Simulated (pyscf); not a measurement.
HO–SiH(OH)–OH (SMILES O[SiH](O)O) + H• (SMILES [H]) → HO–Si•(OH)–OH (SMILES O[Si](O)O) + H₂ (SMILES [H][H]) (hydrogen abstraction; doublet surface; H–Si broken, H–H formed). PySCF, gas phase, ωB97X-D3(BJ)/def2-SVP geometries. Rate constants from transition-state theory, ωB97M-D3(BJ)/def2-TZVP energies (ideal gas, 1 atm, RRHO with modes under 100 cm⁻¹ raised to 100, one conformer, R ln 2 for rigid chiral ones; no tunnelling), k in cm³ molecule⁻¹ s⁻¹.

| T (K) | 1000/T | log10 k |
|---|---|---|
| 298 | 3.354 | -14.95 |
| 600 | 1.667 | -12.47 |
| 900 | 1.111 | ? |
| 1200 | 0.833 | -11.00 |

**Question.** Fit an Arrhenius line to the three values, give the activation energy, and predict k at 900 K.

**Answer.** Least squares gives log10 k = -9.78 − 1.55 × 1000/T, so Ea = 1.55 × ln 10 × 1.987 = 7.1 kcal/mol, against an electronic barrier of 6.8. At 900 K the line gives -11.50; the computed value is -11.54 (ΔG‡ = 24.3 kcal/mol), close to the line. One saddle was located; it need not be the lowest between these sides. The angle at the transferred H is 178°.
